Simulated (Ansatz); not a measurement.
`FC#CCCCl`, charge 0, multiplicity 1.

Problem. Give a relaxed structure at PBE0-D4/def2-TZVP (Ansatz). (Best estimate.)

Solution. Ansatz gave: 
```xyz
10

F     0.557   -3.002    1.838
C     0.412   -2.042    1.013
C     0.280   -1.151    0.228
C     0.107   -0.038   -0.694
C    -0.335    1.214    0.047
Cl   -0.545    2.572   -1.086
H    -0.637   -0.292   -1.455
H     1.044    0.163   -1.221
H    -1.289    1.059    0.547
H     0.408    1.518    0.783
```
Point group Cs.
This is one stationary point; other conformers may exist.
